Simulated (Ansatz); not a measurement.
**BSiHF (quartet): from Hartree-Fock to the top rungs at a displaced geometry (v1), cc-pVDZ**

How much of the correlation energy of BSiHF (quartet) does each wave-function method recover here?

Method: cc-pVDZ, core rule «outside noble gas», up to 7 orbitals frozen; program: Ansatz 0.2.0, Gaussian basis.

Plan: UHF; CCSD(T) on ROHF; CCSD(T) on UHF; BCCD(T) on ROHF; CISD; CCSDT(Q) on ROHF; CCSDT(Q) on UHF.

25 further runs of the same task are left out: 13 that didn't finish, 12 set aside as unsound or not needed.

### Step 1. The system

The geometry is a PBE0/def2-TZVP stationary point (not a proven minimum) with its atoms shifted at random (size 0.040 Å).

4 atoms, charge 0, spin multiplicity 4.

Atoms are counted from 1 here; the program's logs count them from 0.

Bond lengths: B1–Si2 1.847 Å, Si2–F3 1.608 Å, Si2–H4 1.480 Å. Angles: B1–Si2–F3 128.9°, B1–Si2–H4 130.1°, F3–Si2–H4 100.9°.

### Step 2. UHF

The input, in.yaml:

```yaml
crystal:
  periodic: [false, false, false]
  atoms:
    - {symbol: B, position_ang: [-0.013852, -0.506926, 1.820384]}
    - {symbol: Si, position_ang: [-0.014685, 0.339547, 0.178877]}
    - {symbol: F, position_ang: [0.033279, -0.308015, -1.292317]}
    - {symbol: H, position_ang: [-0.069498, 1.781653, -0.150875]}
basis:
  gaussian: {orbitals: cc-pVDZ}
magnetization: {spin_polarized: true, initial_magnetization: 3}
hamiltonian: {xc: hf}
output: {orbitals: {seedname: orbitals}}
```

Run with:

```console
ansatz run in.yaml --threads 1 --pin off --events-out ev --progress --plain --max-ram 2393MiB
```

After this run come: CCSD(T) on ROHF; CCSD(T) on UHF; BCCD(T) on ROHF; CISD; CCSDT(Q) on ROHF; CCSDT(Q) on UHF.

**Question.** What will the summary of the whole plan be? Wanted: UCCSDT(Q) from the RHF energy; RMP2 from UCCSDT(Q); UMP2 from UCCSDT(Q); RCCSD from UCCSDT(Q); RCCSD(T) from UCCSDT(Q); UCCSD(T) from UCCSDT(Q); RCCSDT(Q) from UCCSDT(Q); T1 diagnostic.

**Answer**, as computed:

| quantity | value |
| --- | --- |
| UCCSDT(Q) from the ROHF energy | -9.3001 eV |
| RMP2 from UCCSDT(Q) | +952.0 meV |
| UMP2 from UCCSDT(Q) | +963.3 meV |
| RCCSD from UCCSDT(Q) | +268.5 meV |
| RCCSD(T) from UCCSDT(Q) | +53.9 meV |
| UCCSD(T) from UCCSDT(Q) | +53.8 meV |
| RCCSDT(Q) from UCCSDT(Q) | +2.7 meV |
| levels within 1 kcal/mol (43 meV) | RCCSDT, UCCSDT, RCCSDT(Q) |
| T1 diagnostic | 0.020 |

RCCSD(T) misses by +53.9 meV, 0.6 % of the correlation energy. These misses are within one basis, not against nature; the frozen cores of restricted and unrestricted runs differ, which can shift their rows.

With open shells the CI space here admits some triples and quadruples, so it is larger than plain CISD.
